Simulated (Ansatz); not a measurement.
A CCSD(T) single point on `N=CF`.

```yaml
crystal:
  periodic: [false, false, false]
  atoms:
    - {symbol: N, position_ang: [-0.719915, -0.454394, -0.439799]}
    - {symbol: C, position_ang: [0.296468, -0.034526, 0.137289]}
    - {symbol: F, position_ang: [1.242446, -0.884843, 0.520813]}
    - {symbol: H, position_ang: [-1.343939, 0.314087, -0.667296]}
    - {symbol: H, position_ang: [0.574840, 0.985975, 0.407593]}
basis:
  gaussian: {orbitals: def2-TZVPP}
correlation: {method: ccsd_t}
output: {orbitals: {seedname: orbitals}}
```

```sh
$ ansatz run in.yaml --threads 2 --pin off --events-out ev --progress --plain
```

Log, shortened:

```
Functional definition: HF
757 factors; integrals over basis functions are off by at most 9.1e-4 eV
mean field evaluation 1: about -5248.7697 eV, gradient 3.5e1 eV
mean field evaluation 2: about -5248.7748 eV, gradient 3.5e1 eV
mean field evaluation 4: about -5251.3025 eV, gradient 2.9e0 eV
mean field evaluation 8: about -5251.3459 eV, gradient 2.0e-1 eV
mean field evaluation 16: about -5251.3351 eV, gradient 1.1e0 eV
mean field -5251.34614907 eV, -192.9834114880 hartree, gradient 3.8e-6 eV, S^2 0.000000; 0 other end points of the search recorded, 0 dependent functions left out
3 core orbitals not correlated: weight in the atoms' cores, before any rotation towards them, 1.000 or more for the frozen orbitals, at most 0.000 for the correlated occupied ones
reference -5251.34614907 eV, -192.9834114880 hartree; 9, 9 occupied and 109, 109 virtual orbitals, 757 factors
second order -16.56473964 eV of doubles, -0.00000000 eV of singles
cycle   1  -16.39631847 eV  change    1.7e-1 eV  update   8.8e-2
cycle   2  -16.78092329 eV  change   -3.8e-1 eV  update   2.7e-2
cycle   3  -16.87775365 eV  change   -9.7e-2 eV  update   1.4e-2
cycle   4  -16.86867211 eV  change    9.1e-3 eV  update   3.4e-3
cycle   5  -16.86653919 eV  change    2.1e-3 eV  update   1.4e-3
cycle   6  -16.86753722 eV  change   -1.0e-3 eV  update   3.9e-4
cycle   7  -16.86738537 eV  change    1.5e-4 eV  update   1.2e-4
cycle   8  -16.86732267 eV  change    6.3e-5 eV  update   4.1e-5
cycle   9  -16.86732607 eV  change   -3.4e-6 eV  update   1.5e-5
perturbative correction -0.65253493 eV, -0.0239802163 hartree
Total energy: -5268.86601006 eV, -193.6272545041 hartree
```

It took 6.5 s on 2 threads of a server CPU on a shared host, with 0.57 GiB of host memory at the peak.

Correlation energy per correlated electron: -0.973 eV. T1 diagnostic: 0.0134.
